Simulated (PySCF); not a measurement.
disilane cation (H6Si2), SMILES [SiH3][SiH3] (connectivity only; charge and spin as stated), charge +1, multiplicity 2. Atoms are numbered in the order given.

```xyz
8

Si     0.0000     0.0000    -1.3860
Si     0.0000     0.0000     1.3860
H     -1.2619    -0.7285    -1.5869
H      1.2619    -0.7285    -1.5869
H      0.0000     1.4571    -1.5869
H     -1.2619     0.7285     1.5869
H      1.2619     0.7285     1.5869
H      0.0000    -1.4571     1.5869
```
Charge +1, spin multiplicity 2.

Coordinates come from a B3LYP-D3(BJ)/def2-TZVP optimisation. The spin state was assumed, not searched.

All values below come from PBE/def2-TZVPD (PySCF).

Mulliken values depend strongly on the basis, most of all with diffuse functions as here. ESP charges are fitted to the potential on shells at 1.4 to 2.0 van der Waals radii. Atomic charges (e):

```
atom  Mulliken  meta-Löwdin  ESP fit  Mulliken spin
----  --------  -----------  -------  -------------
Si1       0.16         0.48        …           0.45
Si2       0.16         0.48        …           0.45
H3        0.11         0.01        …           0.02
H4        0.11         0.01        …           0.02
H5        0.11         0.01        …           0.02
H6        0.11         0.01        …           0.02
H7        0.11         0.01        …           0.02
H8        0.11         0.01        …           0.02
```

**Question.** Fill in the missing entries. (Estimate from the structure and the level; the computed values follow.)

**Answer.** 
- Si1, ESP fit: 0.45
- Si2, ESP fit: 0.45
- H3, ESP fit: 0.02
- H4, ESP fit: 0.02
- H5, ESP fit: 0.02
- H6, ESP fit: 0.02
- H7, ESP fit: 0.02
- H8, ESP fit: 0.02
